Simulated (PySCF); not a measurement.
Worked example: BN⁺, quartet against BN, triplet

Geometry (PBE0/def2-TZVP stationary point of a triplet), kept for both states (BN, triplet: Π; BN⁺, quartet: Σ⁻):

```csv
atom,x (Å),y (Å),z (Å)
B,0.0000,0.0000,0.0000
N,0.0000,0.0000,1.3155
```

Basis 6-31G; PySCF 2.14.0. Only valence electrons are correlated (noble-gas cores frozen). Prefix R: restricted or restricted open-shell reference; prefix U: unrestricted.

Full CI is exact within this basis and frozen core; it isn't the basis-set limit. The frozen core follows each run's orbitals, which can shift R against U totals by a few meV.

| level | E(BN, triplet) (hartree) | E(BN⁺, quartet) (hartree) |
| --- | --- | --- |
| UHF | -78.954776 | -78.596243 |
| UMP2 | -79.077038 | -78.669398 |
| UCCSD(T) | -79.100489 | -78.690031 |
| PBE | -79.284651 | -78.850623 |
| r2SCAN | -79.343539 | -78.914038 |
| full CI | -79.102581 | -78.691021 |

Give the vertical gap, BN⁺ quartet less BN triplet, at each level in eV (1 hartree = 27.2114 eV), and each error against full CI.

full CI: (-78.691021 − (-79.102581)) × 27.2114 = 11.199 eV (the reference)
r2SCAN: (-78.914038 − (-79.343539)) × 27.2114 = 11.687 eV, error 0.488 eV
PBE: (-78.850623 − (-79.284651)) × 27.2114 = 11.811 eV, error 0.612 eV
UCCSD(T): (-78.690031 − (-79.100489)) × 27.2114 = 11.169 eV, error -0.030 eV
UMP2: (-78.669398 − (-79.077038)) × 27.2114 = 11.092 eV, error -0.107 eV
UHF: (-78.596243 − (-78.954776)) × 27.2114 = 9.756 eV, error -1.443 eV

Total energies of functionals can't be set beside those of wave-function methods, since they hold the core's correlation and their own absolute errors; only the differences compare.

The set has no polarisation functions, so the order and spacing of states can differ from the basis-set limit.

In so small a basis the reference is far from its limit while semilocal and hybrid functionals are nearer theirs, so the functionals' errors here hold much of the reference's basis and frozen-core error, which can add to them or hide them.

Each level lands on the state that its own search finds. T1 diagnostics of restricted CCSD: 0.040 and 0.034.
